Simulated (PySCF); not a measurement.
Isomers of C4H7N, one GFN2-xTB conformer each. Single-point energies are computed at PBE0/pcSseg-1 (PySCF, gas phase, no added dispersion term), electronic only.

Task: Rank them by PBE0/pcSseg-1 energy, lowest first (kJ/mol).
A. `[C-:1]#[N+:2][CH2:3][CH2:4][CH3:5]` with N2–C3–C4–C5 -66°
B. isopropyl isocyanide (`[C-]#[N+]C(C)C`)

Result: B (0.0), A (7.3).

Neighbours under 10 kJ/mol apart ([C-]#[N+]C(C)C and [C-]#[N+]CCC) can change places with a better method, another conformer or zero-point energy. GFN2-xTB itself gives, in the same order: 0.0, 7.2. Both levels put the same isomer lowest.

Task: Which frontier levels, dipoles and rotational constants go with these structures?

Result: 
| SMILES | HOMO (eV, PBE0/pcSseg-1) | LUMO (eV) | dipole (D) | A, B, C (MHz) |
| --- | --- | --- | --- | --- |
| [C-]#[N+]C(C)C | -8.47 | 0.77 | 3.89 | 8014, 4412, 3151 |
| [C-]#[N+]CCC | -8.53 | 0.74 | 3.81 | 10517, 3482, 2905 |
